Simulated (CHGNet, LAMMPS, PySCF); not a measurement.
**How well does each level of theory give the cohesive energy of diamond?**

Reference value: 7.55 eV/atom (measured, static lattice: zero-point vibration energy added; as tabulated in Mejia-Rodriguez and Trickey (2018), arXiv:1807.09216).

```
level (code)         value (eV/atom)  cell (Å³/atom)
-------------------  ---------------  --------------
COMB comb3 (LAMMPS)             7.33            5.58
CHGNet-r²SCAN                   6.28            5.64
PBE (PySCF)                      [?]            5.70
MP2 (PySCF)               8.10 ± 0.1            5.53
CCSD(T) (PySCF)           7.69 ± 0.1            5.60
```

### Question
What belongs in the gaps?

### Answer

- PBE (PySCF), value (eV/atom): 7.72 ± 0.04

Errors against the reference: COMB comb3 -0.22 eV/atom, CHGNet-r²SCAN -1.27 eV/atom, PBE +0.17 eV/atom, MP2 +0.55 eV/atom, CCSD(T) +0.14 eV/atom.

Leaving aside CHGNet-r²SCAN (doubt noted below): Once the reference is moved by up to 0.03 eV/atom (a margin picked here for doubts on the reference and the settings) and values within 0.03 eV/atom count as equal, the nearest can be CCSD(T) (+0.14 eV/atom), PBE (+0.17 eV/atom) or COMB comb3 (-0.22 eV/atom). Farthest off among them: MP2 (+0.55 eV/atom). No level tried lands within 0.1 eV/atom.

Published values of wave-function and many-body methods: 7.29 eV/atom (published CCSD value, static lattice; Booth et al. (2012), doi:10.1038/nature11770); 8.04 eV/atom (published MP2 value, static lattice, all-electron; Ye and Berkelbach (2024), arXiv:2407.11258).

A ± on a computed value is a rough bar: the spread of its extrapolation, a floor set from checks against published values, or a statistical error. CHGNet-r²SCAN: free atoms can lie outside what these potentials were trained on. Each level is taken at its own relaxed cell.

Empirical potentials (COMB comb3) are fitted to chosen data: where that held the value shown, agreement is built in, and what lay outside the fit can be far off. Machine-learned potentials (CHGNet-r²SCAN) are trained on DFT data: a solid inside that data is no test of them.

Differences are worked out from the printed values.
